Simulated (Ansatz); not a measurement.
System: CH₂Cl, charge 0, doublet. CH2Cl (SMILES Cl[CH2], doublet).
B3LYP-D3(BJ)/def2-TZVP minimum from Ansatz (a program for electronic structure):
```xyz
4

C      0.0123    -0.2448    -1.0869
Cl    -0.0064     0.1282     0.5693
H      0.9694    -0.3350    -1.5718
H     -0.9338    -0.3757    -1.5841
```
Charge 0, spin multiplicity 2.

Property: atomisation energy (electronic, to ground-state atoms), in kJ/mol. Open shells are spin-unrestricted; no spin-orbit coupling. CBS(X,Y): correlation extrapolated as X^-3, Hartree-Fock from the larger set (Q,5: extrapolated as (X+1)exp(-9√X)). A bracket is a step between two methods taken in the basis named. The functionals are non-relativistic, so their misses hold any scalar relativity. Double hybrids freeze cores in their MP2 part. '+ core + X2C': CCSD(T) terms for core correlation (cc-pwCVTZ, 1s frozen past Ne) and scalar relativity (cc-pVTZ-DK). Where a partner has so few electrons that a lower coupled-cluster level is exact, that level stands in.

CCSD(T)/CBS(cc-pV(Q+d)Z,cc-pV(5+d)Z) + [CCSDT(Q) - CCSD(T)]/cc-pV(T+d)Z + core + X2C (Ansatz) gives 1209.7 kJ/mol.

Question: How far off this value is PBE/def2-TZVPD (Ansatz), in which direction, and which of these levels come nearer: B3LYP/def2-TZVPD, PBE0/def2-TZVPD, B2PLYP/def2-TZVPD, CCSD(T)/CBS(cc-pV(Q+d)Z,cc-pV(5+d)Z) + core + X2C?

Answer: PBE gives 1245.2 kJ/mol, 35.5 kJ/mol above it. Differences of the others: B3LYP/def2-TZVPD (Ansatz) -5.1; PBE0/def2-TZVPD (Ansatz) 14.2; B2PLYP/def2-TZVPD (Ansatz) -16.8; CCSD(T)/CBS(cc-pV(Q+d)Z,cc-pV(5+d)Z) + core + X2C (Ansatz) -0.6 kJ/mol. Nearer than PBE: B3LYP/def2-TZVPD, PBE0/def2-TZVPD, B2PLYP/def2-TZVPD, CCSD(T)/CBS(cc-pV(Q+d)Z,cc-pV(5+d)Z) + core + X2C.
